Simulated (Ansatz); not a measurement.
Geometry optimisation, UKS PBE-D4/6-31G* in Ansatz 0.2.0.

Input file:

```yaml
crystal:
  periodic: [false, false, false]
  atoms:
    - { symbol: H, position_ang: [-0.559433, 0.644707, -0.461968] }
    - { symbol: C, position_ang: [0.074581, 0.590239, 0.420815] }
    - { symbol: C, position_ang: [1.329391, -0.233284, 0.303442] }
    - { symbol: C, position_ang: [0.142989, -0.725014, 1.145795] }
    - { symbol: C, position_ang: [-2.001462, 0.741208, -2.329643] }
    - { symbol: "N", position_ang: [-2.671573, 0.434942, -3.259223] }
    - { symbol: H, position_ang: [0.114425, 1.5068, 1.015664] }
    - { symbol: H, position_ang: [2.233275, 0.119853, 0.809367] }
    - { symbol: H, position_ang: [1.513699, -0.784184, -0.623918] }
    - { symbol: H, position_ang: [-0.400971, -1.585066, 0.742676] }
    - { symbol: H, position_ang: [0.225078, -0.710202, 2.236994] }
magnetization:
  spin_polarized: true
  initial_magnetization: 1
basis:
  gaussian: { orbitals: "6-31G*" }
hamiltonian:
  xc: pbe
  dispersion: d4
relax:
  f_tol: 0.03
  max_steps: 50
output:
  orbitals: {}
```

Launched with:

```bash
$ ansatz run input.yaml --threads 2 --pin off --max-ram 3072MiB --backend cpu --events-out ev --progress --plain --runs-dir out
```

Q: Where does it end, and by what steps?

A: The forces met the threshold. The force dipped under the threshold on the way, but the program's further checks kept it going. After 21 steps the energy has fallen by 0.682 eV; H1 moved furthest, 0.83 Å. Parted: H1–C2. Joined: H1–C5.

```
step  energy less start (eV)  largest force component (eV/Å)  accepted
   0                  0.0000                           0.616       yes
   1                 -0.0657                           0.831       yes
   2                 -0.1487                           0.934       yes
   3                 -0.2090                           1.039       yes
   4                 -0.2601                           0.754       yes
   5                 -0.3220                           0.809       yes
   6                 -0.0810                           4.688        no
   7                 -0.4417                           0.814       yes
   8                 -0.5361                           0.400       yes
   9                 -0.6259                           0.343       yes
  10                 -0.6698                           0.370       yes
  11                 -0.5489                           1.117        no
  12                 -0.6777                           0.170       yes
  13                 -0.6789                           0.105       yes
  14                 -0.6791                           0.187       yes
  15                 -0.6803                           0.040       yes
  16                 -0.6809                           0.013       yes
  17                 -0.6813                           0.085       yes
  18                 -0.6815                           0.121       yes
  19                 -0.6818                           0.104       yes
  20                 -0.6820                           0.043       yes
  21                 -0.6821                           0.028       yes
```

```xyz
11
Properties=species:S:1:pos:R:3
H -1.100 0.713 -1.084
C 0.172 0.696 0.643
C 1.287 -0.191 0.267
C 0.115 -0.690 1.136
C -1.668 0.490 -1.994
N -2.270 0.241 -2.966
H 0.156 1.652 1.170
H 2.275 -0.027 0.717
H 1.335 -0.595 -0.754
H -0.568 -1.406 0.658
H 0.267 -0.883 2.207
```

The run took 52 s on 2 threads of Arm Neoverse V1, with other jobs on the host, peak memory 0.15 GiB.
